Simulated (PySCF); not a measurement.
# Cl3: the cost of one run

Computed with PySCF 2.14.0; each step states its level. No surroundings beyond the atoms listed, unless a continuum is named. Atoms count from 0, parts from 1.

## (1) Starting point

3 atoms, charge -1, multiplicity 1; geometry: GFN2-xTB. Parts: 1 = atoms 0–1, `ClCl`, charge 0; 2 = atom 2, `[Cl-]`, charge -1.

## (2) Relaxing the molecule at PBE0-D3(BJ)/def2-TZVPD

Job settings and geometry (Å):

```
{"job": {"xc": "PBE0", "basis": "def2-TZVPD", "d3": "d3bj", "grid": 3, "kind": "geom", "shake": 0.01}, "charge": -1, "multiplicity": 1, "parts": [{"atoms": "0-1", "charge": 0, "multiplicity": 1}, {"atoms": "2-2", "charge": -1, "multiplicity": 1}]}
Cl     0.958833    -0.461375     0.360475
Cl    -0.916106     0.215712    -0.187790
Cl     3.186873    -1.241927     1.011646
```

The run is started by

```
$ OMP_NUM_THREADS=1 python cluster_run.py task.json out
```

This one command runs all jobs of the session in turn.

**Question.** How long does this first job take on 1 thread of Arm Neoverse V2, shared host, and how much memory does it need?

About 17 s, with a peak of 0.55 GiB.
